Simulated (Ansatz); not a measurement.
in.yaml

```yaml
crystal:
  periodic: [false, false, false]
  atoms:
    - {symbol: Si, position_ang: [0.000000, 0.000000, 2.211872]}
    - {symbol: N, position_ang: [0.000000, 0.000000, -0.606128]}
    - {symbol: H, position_ang: [0.000000, 0.000000, -1.605744]}
basis:
  gaussian: {orbitals: 6-31G}
magnetization: {spin_polarized: false}
correlation: {method: ccsdtq, electrons: outside_noble_gas}
```

```sh
$ ansatz run in.yaml --threads 1 --pin off --events-out ev --progress --plain --max-ram 2393MiB
```

Log:

```
499 factors; integrals over basis functions are off by at most 3.5e-8 eV
mean field evaluation 1: about -9331.2247 eV, gradient 6.1e1 eV
mean field evaluation 2: about -9331.2252 eV, gradient 6.1e1 eV
mean field evaluation 4: about -9338.1422 eV, gradient 4.0e1 eV
mean field evaluation 8: about -9346.7432 eV, gradient 1.9e1 eV
mean field evaluation 16: about -9350.4840 eV, gradient 4.4e-2 eV
mean field evaluation 32: about -9347.7606 eV, gradient 2.7e-1 eV
mean field evaluation 64: about -9350.0504 eV, gradient 2.9e-6 eV
mean field evaluation 96: about -9350.4035 eV, gradient 1.2e0 eV
mean field evaluation 128: about -9336.5746 eV, gradient 1.3e1 eV
mean field evaluation 160: about -9350.0523 eV, gradient 1.2e-1 eV
...
cycle  41  -9.85760548 eV  change   -3.9e-6 eV  update   2.6e-6
cycle  42  -9.85760408 eV  change    1.4e-6 eV  update   1.8e-6
cycle  43  -9.85760175 eV  change    2.3e-6 eV  update   1.0e-6
cycle  44  -9.85759904 eV  change    2.7e-6 eV  update   5.6e-7
cycle  45  -9.85760089 eV  change   -1.8e-6 eV  update   3.6e-7
cycle  46  -9.85760212 eV  change   -1.2e-6 eV  update   2.4e-7
cycle  47  -9.85760218 eV  change   -6.6e-8 eV  update   1.9e-7
cycle  48  -9.85760284 eV  change   -6.5e-7 eV  update   1.6e-7
cycle  49  -9.85760324 eV  change   -4.1e-7 eV  update   9.4e-8
cycle  50  -9.85760308 eV  change    1.6e-7 eV  update   5.7e-8
WARN: these amplitudes may be one of several solutions (largest doubles amplitude 0.64, level shift 5.96 eV)
Total energy: -9357.61979820 eV, -343.8861847612 hartree
```

For the same geometry and basis full CI lies 53.3 meV higher.

Ran on 1 thread of AMD EPYC, shared host: 81 s wall, 0.24 GiB peak host memory.
